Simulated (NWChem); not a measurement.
Correlation energy of C₃H₇Cl

```xyz
11

C     -1.9197    -0.2437     0.2260
C     -0.7067    -1.1286    -0.0602
C      0.6150    -0.5763     0.4584
Cl     1.0707     0.9888    -0.3364
H     -2.0663    -0.0978     1.3168
H     -2.8483    -0.6900    -0.1819
H     -1.7898     0.7571    -0.2322
H     -0.6126    -1.3118    -1.1522
H     -0.8421    -2.1290     0.4100
H      0.5731    -0.3707     1.5471
H      1.4517    -1.2752     0.2657
```
Charge 0, spin multiplicity 1.

The numbers come from NWChem runs, not from measurements. All single points use one geometry, from PBE/def2-SVP, a minimum by its harmonic frequencies. It is one conformer; others weren't searched.

Basis set: 6-31G*. Each correlation energy counts from its own Hartree-Fock reference.

The correlated methods keep 8 core orbitals frozen. The Pople sets run with spherical d functions. The structure started from a generated list of species. Coupled-cluster values serve here as a point of comparison, not as the truth.

Question: For the correlation energy, MP2 gives -520.7 mHa and CCSD(T) gives -589.0 mHa. What do SCS-MP2, CCSD, CCSD+T(CCSD) give?

Answer: SCS-MP2: -516.9 mHa; CCSD: -573.4 mHa; CCSD+T(CCSD): -589.7 mHa.
